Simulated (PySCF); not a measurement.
**Fluorine: a sound run and one with changed settings**

Sound run: F [He] 2s2 2p5, F+ [He] 2s2 2p4. Computed with PySCF 2.14 in cc-pVDZ-DK, with the spin-free X2C one-electron Hamiltonian (Gaussian nucleus). In the sound run the correlated levels freeze 1s2. The sound run starts from symmetry-adapted Hartree-Fock orbitals and uses a fine grid where one is needed.

Changed run: all electrons correlated in a basis built for the valence shell.

| species | method | sound run (hartree) | changed run (hartree) | converged |
| --- | --- | --- | --- | --- |
| F | MP2 | -99.60248 | -99.60440 | yes |
| F | CCSD(T) | -99.61422 | -99.61596 | yes |
| F+ | MP2 | -98.98616 | -98.98791 | yes |
| F+ | CCSD(T) | -99.00076 | -99.00238 | yes |

Ionisation energy of F:

```csv
method,sound run (eV),changed run (eV)
UHF,15.624,15.624
MP2,16.771,16.775
SCS-MP2,16.730,16.731
CCSD,16.690,16.693
CCSD(T),16.693,16.696
```

A valence basis has no tight correlating functions, so it recovers only part of the core correlation, and not evenly between atom and ion.

For comparison, NIST gives 17.423 eV between the lowest levels.
